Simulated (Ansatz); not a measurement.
**Ti, hcp: how the functional moves the structure**

All rows: Ansatz, plane waves with scalar-relativistic PAW, 420 eV (500 eV for the SCAN forms), relaxed under each functional, no dispersion correction, no zero-point motion. B₀ comes from uniform scaling at fixed shape; a dash is a value not given.

The measured cell (COD entry 9008517) has a = 2.950 Å, c = 4.686 Å (c/a = 1.588), 17.66 Å³/atom.

| functional | V (Å³/atom) | cell | B₀ (GPa) | magnetic state |
| --- | --- | --- | --- | --- |
| PBE | 17.40 | a = 2.939 Å, c = 4.652 Å (c/a = 1.583) | 112 | non-magnetic |
| r²SCAN | 17.31 | a = 2.935 Å, c = 4.639 Å (c/a = 1.580) | 117 | non-magnetic |
| PBEsol | 16.73 | a = 2.901 Å, c = 4.593 Å (c/a = 1.583) | 119 | non-magnetic |
| LDA | 16.11 | a = 2.863 Å, c = 4.540 Å (c/a = 1.586) | 127 | non-magnetic |
| revPBE | 17.77 | a = 2.960 Å, c = 4.683 Å (c/a = 1.582) | 107 | non-magnetic |
| RPBE | 17.90 | a = 2.968 Å, c = 4.695 Å (c/a = 1.582) | 105 | non-magnetic |
| BLYP | 17.80 | a = 2.961 Å, c = 4.688 Å (c/a = 1.583) | 105 | non-magnetic |

LDA gives the smallest volume and RPBE the largest.
